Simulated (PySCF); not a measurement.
**MgB+: from the state search to spectroscopic constants**

One job finds the state of MgB+, follows it along the bond with each method and fits the curves.

Program: PySCF 2.14.0. Level of theory: Mg cc-pVDZ, B cc-pVDZ, no relativity. These are calculated values, not measurements.

**1. Input**

The job is set up so:

* atoms: Mg, B
* charge: 1
* basis: Mg cc-pVDZ, B cc-pVDZ
* Hamiltonian: no relativity
* basis functions: 32
* electrons treated: 16
* masses in u: 23.9850, 11.0093
* levels: PBE0, PBE, r²SCAN, r²SCAN0, M06-2X, M06, HF, MP2, SCS-MP2, CCSD, CCSD(T)
* grid: 80 radial by 434 angular points
* occupations: held fixed by the projection of orbital angular momentum
* dissociation limit: Mg+ + B, each in its ground configuration
* starting distance in angstrom: 2.270
* values of 2S to try: 0, 2

On the command line:

```
$ OMP_NUM_THREADS=1 python dia.py task.json out
```

The runs that follow: First curve: PBE0; Excited determinants; PBE (GGA); r²SCAN; r²SCAN0 (hybrid meta-GGA); M06-2X; M06; RHF (mean field); MP2 and coupled cluster.

Before running it: what results should come out? Wanted: for each run, Re; ωe; De; μ.

**Answer**, as computed:

Lowest PBE0 solution found, without spin–orbit coupling: ¹Σ⁺ (singlet), closed shell. State 3 has its PBE0 minimum 0.92 eV higher. State 4 has its PBE0 minimum 0.97 eV higher, as a spin-mixed determinant (⟨S²⟩ = 1.02), so this is no gap between pure states. The other levels ran on the lowest alone.

| level | Re (Å) | ωe (cm⁻¹) | De (eV) | μ (D) |
| --- | --- | --- | --- | --- |
| RHF | 2.622 | 330 | 0.274 | -2.18 |
| RHF-MP2 | 2.588 | 353 | 1.19 | n/a |
| RHF-SCS-MP2 | 2.596 | 347 | 1.29 | n/a |
| RHF-CCSD | 2.599 | 345 | 1.53 | n/a |
| RHF-CCSD(T) | 2.600 | 342 | 1.60 | n/a |
| PBE | 2.598 | 332 | 1.80 | -1.52 |
| r²SCAN | 2.613 | 317 | 1.43 | -1.18 |
| PBE0 | 2.596 | 327 | 1.55 | -1.39 |
| r²SCAN0 | 2.618 | 313 | 1.36 | -0.96 |
| M06 | 2.550 | 338 | 1.73 | -1.60 |
| M06-2X | 2.603 | 317 | 1.77 | -0.93 |

De is counted to Mg+ + B in their ground configurations. A positive dipole points from Mg to B; in an ion it is taken about the centre of mass and does not tell which atom is negative. ⟨S²⟩ is off the pure value of 0.00 by over a tenth at r²SCAN 0.38, PBE0 0.23, r²SCAN0 0.51, M06-2X 0.29.

Differences from CCSD(T) in the same basis:

| level | Re (mÅ) | ωe (%) |
| --- | --- | --- |
| RHF | +21 | -3.6 |
| RHF-MP2 | -13 | +3.0 |
| RHF-SCS-MP2 | -4 | +1.2 |
| RHF-CCSD | -1 | +0.9 |
| PBE | -2 | -3.1 |
| r²SCAN | +13 | -7.5 |
| PBE0 | -4 | -4.5 |
| r²SCAN0 | +17 | -8.7 |
| M06 | -50 | -1.3 |
| M06-2X | +3 | -7.4 |

What this shows: Against CCSD(T) in the same basis, the bond length is nearest at RHF-CCSD (-1 mÅ) and farthest at M06 (-50 mÅ); the wavenumber is nearest at RHF-CCSD (+0.9 %) and farthest at r²SCAN0 (-8.7 %). CCSD(T) in a basis this small is itself some way from its limit, more so than the functionals. Among the levels with a De in the table, it runs from 0.274 eV (RHF) to 1.80 eV (PBE).

Correlated steps freeze 2 core orbitals.
